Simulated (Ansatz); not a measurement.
CH$_{3}$S$_{2}$, SMILES `CS[S]` radical. Charge 0, multiplicity 2.

```xyz
6

C     0.2249   -0.0355   -0.5544
S    -0.7245    0.8761    0.6790
S    -0.7265   -0.2238    2.2819
H     0.2400    0.5688   -1.4635
H     1.2405   -0.1917   -0.1925
H    -0.2544   -0.9939   -0.7506
```

Question: What are the harmonic wavenumbers in cm⁻¹ at PBE0-D4/def2-TZVP (Ansatz, finite differences of forces, unscaled)? (Best estimate.)

Answer: Ansatz gave: 125, 261, 628, 714, 925, 961, 1328, 1445, 1455, 3060, 3159, 3170.

Question: Is this a minimum?

Answer: Yes, all 12 modes are real.

Question: Give the ideal-gas thermochemistry at 298.15 K and 1 bar (rigid rotor, harmonic oscillator; point group Cs, symmetry number 1).

Answer: Zero-point energy 103.1 kJ/mol; H(298) − E = 117.0 kJ/mol; entropy 294.4 J/(mol·K), of which translation 163.4, rotation 101.6, vibration 23.7, electronic 5.8; G(298) − E = 29.2 kJ/mol.

Question: And at 400, 500, 600, 800 and 1000 K?

Answer: 
| T (K) | H − E (kJ/mol) | S (J/mol/K) | G − E (kJ/mol) |
| --- | --- | --- | --- |
| 400 | 123.7 | 313.8 | -1.8 |
| 500 | 131.2 | 330.4 | -34.0 |
| 600 | 139.4 | 345.4 | -67.8 |
| 800 | 157.5 | 371.4 | -139.6 |
| 1000 | 177.4 | 393.5 | -216.1 |
